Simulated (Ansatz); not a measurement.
C2H5NO2 can be A, `N/C(O)=C\O`, or B, `NCOC=O`.

Gas-phase electronic energies from Ansatz, PBE0-D4/def2-TZVP geometries. CCSD(T)/CBS is the MP2 limit (def2-TZVPP, def2-QZVPP) plus CCSD(T) − MP2 in def2-TZVPP, frozen cores. Functionals use def2-TZVPP. B3LYP here is the variant with VWN-RPA as its local correlation; programs differ in this. Each species was taken in one conformer, which may not be the lowest.

Problem. Which isomer does CCSD(T)/CBS put lower? Give the gap. (An estimate is asked.)

Solution. Computed: B, by 72.9 kJ/mol.

Problem. Give E(B) − E(A) in kJ/mol with LDA (SPW92), ωB97M-V, B3LYP, CCSD(T)/def2-TZVPP, MP2/def2-TZVPP, HF/def2-TZVPP, BLYP-D4. (Best estimate.)

Solution. The calculation gave: LDA (SPW92) -56.0, ωB97M-V -76.8, B3LYP -81.7, CCSD(T)/def2-TZVPP -79.4, MP2/def2-TZVPP -80.5, HF/def2-TZVPP -100.9, BLYP-D4 -81.6. None reverses the order clearly.

Problem. Does the order hold for the free energy at 298.15 K (harmonic terms from PBE0-D4)? (Best estimate.)

Solution. The calculation gave: Yes: G(B) − G(A) = -71.6 kJ/mol, for one conformer each. Modes under 60 cm⁻¹, often nearly free rotors, make the harmonic entropy too high.

Largest T1 diagnostic: 0.015.

At CCSD(T), def2-SVP lies −20.4 kJ/mol from the extrapolated value and def2-TZVPP −6.5 kJ/mol. In def2-TZVPP, CCSD(T) changes the Hartree–Fock value by +21.5 kJ/mol (the triples alone add +0.5 kJ/mol) and MP2 by +20.4 kJ/mol.
